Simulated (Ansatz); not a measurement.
C4H10, SMILES `CC(C)C`: measurement beside calculation (Ansatz, PBE0-D4/def2-TZVP geometry).

Z-matrix (Å, degrees):
```
C
C 1 1.522
H 1 1.093 2 111.4
H 1 1.093 2 111.4 3 120.6
H 1 1.095 2 110.6 3 -119.7
C 2 1.522 1 111.0 3 -178.3
C 2 1.522 1 111.0 3 57.8
H 2 1.098 1 107.9 3 -60.2
H 6 1.093 2 111.4 1 178.4
H 6 1.095 2 110.6 1 -61.9
H 6 1.093 2 111.4 1 57.8
H 7 1.093 2 111.4 1 -178.3
H 7 1.095 2 110.6 1 62.0
H 7 1.093 2 111.4 1 -57.7
```

Enthalpy of formation at 298 K: -32.1 kcal/mol (zero for an element's reference state; older measured values of the G2 set, as listed by Staroverov and co-workers, J. Chem. Phys. 119, 12129, 2003). With their computed zero-point and thermal terms and the atoms' enthalpies of Curtiss and co-workers (1997) it gives an electronic atomization energy of 1302.5 kcal/mol.

| level | atomization (kcal/mol) | error | error per bond |
| --- | --- | --- | --- |
| LDA (SPW92) | 1463.9 | 161.4 | 12.4 |
| PBE-D4 | 1320.1 | 17.6 | 1.4 |
| revPBE-D4 | 1295.9 | -6.6 | -0.5 |
| BLYP-D4 | 1294.7 | -7.9 | -0.6 |
| r2SCAN-D4 | 1304.3 | 1.7 | 0.1 |
| B97M-V | 1304.9 | 2.3 | 0.2 |
| PBE0-D4 | 1309.2 | 6.7 | 0.5 |
| B3LYP-D4 | 1304.5 | 1.9 | 0.1 |
| r2SCANh-D4 | 1300.8 | -1.7 | -0.1 |
| r2SCAN0-D4 | 1296.0 | -6.5 | -0.5 |
| HSE06-D4 | 1309.9 | 7.3 | 0.6 |
| BHLYP-D4 | 1280.1 | -22.4 | -1.7 |
| CAM-B3LYP-D4 | 1309.3 | 6.8 | 0.5 |
| ωB97X-V | 1303.5 | 0.9 | 0.1 |
| ωB97M-V | 1305.4 | 2.9 | 0.2 |
| B2PLYP | 1291.7 | -10.8 | -0.8 |
| PBE-QIDH | 1301.1 | -1.4 | -0.1 |
| PBE | 1314.8 | 12.3 | 0.9 |
| revPBE | 1276.8 | -25.7 | -2.0 |
| BLYP | 1282.7 | -19.8 | -1.5 |
| r2SCAN | 1302.9 | 0.4 | 0.0 |
| PBE0 | 1304.8 | 2.3 | 0.2 |
| B3LYP | 1296.1 | -6.5 | -0.5 |
| r2SCANh | 1299.4 | -3.1 | -0.2 |
| r2SCAN0 | 1294.5 | -8.1 | -0.6 |
| HSE06 | 1305.9 | 3.3 | 0.3 |
| BHLYP | 1274.5 | -28.0 | -2.2 |
| CAM-B3LYP | 1305.0 | 2.5 | 0.2 |
| LC-ωPBE | 1300.3 | -2.3 | -0.2 |
| HF/def2-TZVPP | 998.9 | -303.7 | -23.4 |
| MP2/def2-TZVPP | 1284.2 | -18.4 | -1.4 |
| SCS-MP2/def2-TZVPP | 1284.6 | -18.0 | -1.4 |
| CCSD/def2-TZVPP | 1264.9 | -37.7 | -2.9 |
| CCSD(T)/def2-TZVPP | 1277.7 | -24.8 | -1.9 |
| HF/def2-QZVPP | 999.7 | -302.8 | -23.3 |
| MP2/def2-QZVPP | 1298.8 | -3.7 | -0.3 |
| SCS-MP2/def2-QZVPP | 1301.3 | -1.3 | -0.1 |
| HF/CBS(def2) | 999.9 | -302.6 | -23.3 |
| MP2/CBS(def2) | 1309.3 | 6.7 | 0.5 |
| CCSD/CBS(def2) | 1290.0 | -12.6 | -1.0 |
| CCSD(T)/CBS(def2) | 1302.8 | 0.3 | 0.0 |

Functionals use def2-TZVPP; B3LYP here is the variant with VWN-RPA as its local correlation; programs differ in this. The calculations leave out spin–orbit coupling, scalar relativity and, for the correlated methods, core correlation; together these are worth up to about 1 kcal/mol a heavy atom. HSE06 is defined as in plane-wave codes. CBS adds triple-zeta CCSD(T) − MP2 to the MP2 limit. T1 = 0.009.
